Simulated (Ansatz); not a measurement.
Results of PBE-D3(BJ) in Ansatz (plane waves, PAW) for hcp Os.

Numerical settings: plane-wave cutoff 520 eV, 24×24×14 k mesh (along the axes of the cell as run), Fermi–Dirac smearing 0.05 eV, no spin polarisation, scalar-relativistic PAW data made under PBE.

The volume scan:

```json
[
 {"V (Å³/atom)": "13.453", "E − E_lowest (meV/atom)": "31.67"},
 {"V (Å³/atom)": "13.733", "E − E_lowest (meV/atom)": "7.61"},
 {"V (Å³/atom)": "14.013", "E − E_lowest (meV/atom)": "0.00"},
 {"V (Å³/atom)": "14.294", "E − E_lowest (meV/atom)": "7.04"},
 {"V (Å³/atom)": "14.574", "E − E_lowest (meV/atom)": "27.14"}
]
```

### Question
What bulk modulus B0 and pressure derivative B′ does a third-order Birch–Murnaghan fit give?

### Answer
V0 = 14.014 Å³/atom, B0 = 418 GPa, B′ = 4.8 (fit to the energies at full precision).

Shape and atoms are relaxed at each volume.

Measured, for comparison: bulk modulus 425 GPa (zero-point energy and finite temperature contributions removed; as tabulated in doi:10.1021/acs.jctc.3c00612). Computed (rounded) less measured: bulk modulus -2 %.

Note: the bulk modulus comes from volumes at which shape and atoms were relaxed.

Spin–orbit coupling is not included.

Computed values are for the static lattice.

Ansatz is a quantum-chemistry and plane-wave program.
